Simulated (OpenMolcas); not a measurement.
LiH⁻ at 1.701 Å: OpenMolcas input and output

Input (each module block was a call of its own in one work directory; start orbitals came from a preliminary run):

```
&GATEWAY
Coord
2
angstrom
Li 0.0 0.0 0.0
H 0.0 0.0 1.7010
Basis=ANO-RCC-VTZP
Group=XY
RX2C
AMFI
ANGMom
0.0 0.0 0.0
RICD
&SEWARD
&GUESSORB
&RASSCF
FileOrb=$CurrDir/o21.orb
Symmetry=1
Spin=2
nActEl=3 0 0
Inactive=1 0
RAS2=3 2
CIRoot=7 7 1
Linear
Iterations=120 100
OrbListing=Nothing
PRWF=0.15
>>COPY $Project.RasOrb $CurrDir/o21.orb
>>COPY $Project.rasscf.h5 $CurrDir/r21.h5
&CASPT2
XMultistate=all
Imaginary=0.2
IPEA=0.25
MaxIter=40
>>COPY $Project.JobMix JOB001
```

```bash
pymolcas m.inp
```

RASSCF and CASPT2 output of these blocks, in excerpt:

```
++    Wave function specifications:
      Number of closed shell electrons           2
      Number of electrons in active shells       3
      Number of inactive orbitals                1
      Number of active orbitals                  5
      Number of secondary orbitals              38
      Spin quantum number                      0.5
      State symmetry                             1
++    Orbital specifications:
      Symmetry species                           1   2
                                                 a   b
      Frozen orbitals                            0   0
      Inactive orbitals                          1   0
      Active orbitals                            3   2
      RAS2 orbitals                              3   2
      Secondary orbitals                        20  18
      Number of basis functions                 24  20
      printout of CI-coefficients larger than  0.15 for root  1
      energy=      -7.988460
      conf/sym  111 22     Coeff  Weight
             1  2u0 00   0.93647 0.87698
             2  u20 00  -0.16534 0.02734
             6  uud 00  -0.23505 0.05525
      printout of CI-coefficients larger than  0.15 for root  2
      energy=      -7.896717
      conf/sym  111 22     Coeff  Weight
             2  u20 00   0.56937 0.32419
             3  20u 00  -0.38002 0.14442
             4  udu 00   0.50999 0.26009
             6  uud 00   0.23272 0.05416
             9  u00 20  -0.29782 0.08870
            12  u00 02  -0.29782 0.08870
      printout of CI-coefficients larger than  0.15 for root  3
      energy=      -7.845480
      conf/sym  111 22     Coeff  Weight
             1  2u0 00   0.16188 0.02621
             2  u20 00   0.60865 0.37045
             3  20u 00   0.68495 0.46916
             4  udu 00  -0.19021 0.03618
             7  u02 00  -0.26446 0.06994
      printout of CI-coefficients larger than  0.15 for root  4
      energy=      -7.828084
      conf/sym  111 22     Coeff  Weight
            10  u00 du   0.85322 0.72799
            11  u00 ud  -0.49261 0.24266
      printout of CI-coefficients larger than  0.15 for root  5
      energy=      -7.818329
      conf/sym  111 22     Coeff  Weight
            10  u00 du  -0.49476 0.24478
            11  u00 ud  -0.85694 0.73435
      printout of CI-coefficients larger than  0.15 for root  6
      energy=      -7.818329
      conf/sym  111 22     Coeff  Weight
             9  u00 20  -0.69969 0.48957
            12  u00 02   0.69969 0.48957
      printout of CI-coefficients larger than  0.15 for root  7
      energy=      -7.802703
      conf/sym  111 22     Coeff  Weight
             2  u20 00  -0.17027 0.02899
             3  20u 00   0.36338 0.13204
             4  udu 00   0.73614 0.54190
             6  uud 00   0.27215 0.07406
             7  u02 00  -0.27219 0.07409
             9  u00 20   0.26308 0.06921
            12  u00 02   0.26308 0.06921
      Natural orbitals and occupation numbers for root  1
      sym 1:   1.944973   0.990224   0.042941
      sym 2:   0.010931   0.010931
      Natural orbitals and occupation numbers for root  2
      sym 1:   1.398888   0.981417   0.252463
      sym 2:   0.183616   0.183616
      Natural orbitals and occupation numbers for root  3
      sym 1:   1.508139   0.828430   0.647132
      sym 2:   0.008149   0.008149
      Natural orbitals and occupation numbers for root  4
      sym 1:   1.000000   0.000000   0.000000
      sym 2:   1.000000   1.000000
      Natural orbitals and occupation numbers for root  5
      sym 1:   1.000000  -0.000000   0.000000
      sym 2:   1.000000   1.000000
      Natural orbitals and occupation numbers for root  6
      sym 1:   1.000000  -0.000000   0.000000
      sym 2:   1.000000   1.000000
      Natural orbitals and occupation numbers for root  7
      sym 1:   1.520314   0.252099   0.945829
      sym 2:   0.140879   0.140879
      RASSCF energy for state  7                     -7.80270335
::    RASSCF root number  1 Total energy:     -7.98846041
::    RASSCF root number  2 Total energy:     -7.89671701
::    RASSCF root number  3 Total energy:     -7.84548044
::    RASSCF root number  4 Total energy:     -7.82808410
::    RASSCF root number  5 Total energy:     -7.81832873
::    RASSCF root number  6 Total energy:     -7.81832873
::    RASSCF root number  7 Total energy:     -7.80270335
      Von Neumann Entropy (Root   1) =  0.74240
++    Wave function specifications:
      Number of closed shell electrons           0
      Number of electrons in active shells       3
      Number of inactive orbitals                0
      Number of active orbitals                  5
      Number of secondary orbitals              38
      Spin quantum number                      0.5
      State symmetry                             1
      Number of CSFs                            20
      Number of CASSCF root(s) available         7
      CASPT2 state passed to geometry opt.       7
      A file JOBMIX will be created
      This is a MULTI-STATE CASSCF reference
      Number of CI roots used                    7
      These are:                                 1   2   3   4   5   6   7
      Off-diagonal elements of Heff are computed
  FINAL CASPT2 RESULT:
      Reference energy:          -7.9884604089
      E2 (Non-variational):      -0.0336375887
      Shift correction:          -0.0014930849
      E2 (Variational):          -0.0351306736
      Total energy:              -8.0235910825
      Reference weight:           0.97465
  FINAL CASPT2 RESULT:
      Reference energy:          -7.8967170095
      E2 (Non-variational):      -0.0120269611
      Shift correction:          -0.0024170855
      E2 (Variational):          -0.0144440466
      Total energy:              -7.9111610560
      Reference weight:           0.98061
  FINAL CASPT2 RESULT:
      Reference energy:          -7.8454804364
      E2 (Non-variational):      -0.0451324951
      Shift correction:          -0.0042934318
      E2 (Variational):          -0.0494259269
      Total energy:              -7.8949063634
      Reference weight:           0.95222
  FINAL CASPT2 RESULT:
      Reference energy:          -7.8280840972
      E2 (Non-variational):      -0.0098242361
      Shift correction:          -0.0007947726
      E2 (Variational):          -0.0106190087
      Total energy:              -7.8387031060
      Reference weight:           0.98805
  FINAL CASPT2 RESULT:
      Reference energy:          -7.8183287331
      E2 (Non-variational):      -0.0194019141
      Shift correction:          -0.0049913748
      E2 (Variational):          -0.0243932888
      Total energy:              -7.8427220220
      Reference weight:           0.96508
  FINAL CASPT2 RESULT:
      Reference energy:          -7.8183287331
      E2 (Non-variational):      -0.0194001056
      Shift correction:          -0.0049910150
      E2 (Variational):          -0.0243911206
      Total energy:              -7.8427198538
      Reference weight:           0.96509
  FINAL CASPT2 RESULT:
      Reference energy:          -7.8027033529
      E2 (Non-variational):      -0.0137765127
      Shift correction:          -0.0034608209
      E2 (Variational):          -0.0172373336
      Total energy:              -7.8199406865
      Reference weight:           0.97799
       Total XMS-CASPT2 energies:
::    XMS-CASPT2 Root  1     Total energy:     -8.02137644
::    XMS-CASPT2 Root  2     Total energy:     -7.91524612
::    XMS-CASPT2 Root  3     Total energy:     -7.88738931
::    XMS-CASPT2 Root  4     Total energy:     -7.84272202
::    XMS-CASPT2 Root  5     Total energy:     -7.84271985
::    XMS-CASPT2 Root  6     Total energy:     -7.83870311
::    XMS-CASPT2 Root  7     Total energy:     -7.82558732
```

Only roots inside an energy window near the equilibrium distance were included, so the list of states is not complete; labels number the states computed. Each spin and symmetry block has orbitals of its own, averaged over its own roots, so gaps between blocks are less sure than gaps within one and near the minimum can be off by tenths of an eV, in bad cases by more. No Rydberg orbitals are active, so Rydberg states, and σ→σ* states whose orbital the CASSCF left unused, can be missing between those listed. For an anion, states above the electron-detachment threshold (often below 1 to 3 eV) are held by the basis set and are not bound levels.
